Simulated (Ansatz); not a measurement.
F2 (fluorine): the vertical energy of the triplet above the singlet from total energies

The species is F2 (2 atoms), meant as a singlet with charge 0. As SMILES, `FF`. The shape is that of a PBE0-D4/def2-TZVP optimisation.

```xyz
2

F    -0.5839    0.2124   -0.2950
F     0.5839   -0.2124    0.2950
```

Both states at this one shape; open shells run unrestricted unless said. 1 Eh = 27.2114 eV.

| level | program | singlet F2 (Eh) | triplet F2 (Eh) |
| --- | --- | --- | --- |
| revPBE/STO-3G | Ansatz | -196.627084 | -196.477609 |
| B3LYP/cc-pVTZ | Ansatz | -199.586046 | -199.458040 |
| CAM-B3LYP/cc-pVTZ | Ansatz | -199.539953 | -199.411151 |
| PBE-QIDH/cc-pVTZ, 2 core orbitals frozen | Ansatz | -199.366326 | -199.230632 |

Task: Work out the vertical gap, second state less first, at each level.

Result: 
1. revPBE/STO-3G: -196.477609 − (-196.627084) = 0.149475 Eh = 4.07 eV.
2. B3LYP/cc-pVTZ: -199.458040 − (-199.586046) = 0.128006 Eh = 3.48 eV.
3. CAM-B3LYP/cc-pVTZ: -199.411151 − (-199.539953) = 0.128802 Eh = 3.50 eV.
4. PBE-QIDH/cc-pVTZ: -199.230632 − (-199.366326) = 0.135694 Eh = 3.69 eV.

No measured value is set beside it here; the levels span 3.48 to 4.07 eV. Minimal sets are far from the basis-set limit.
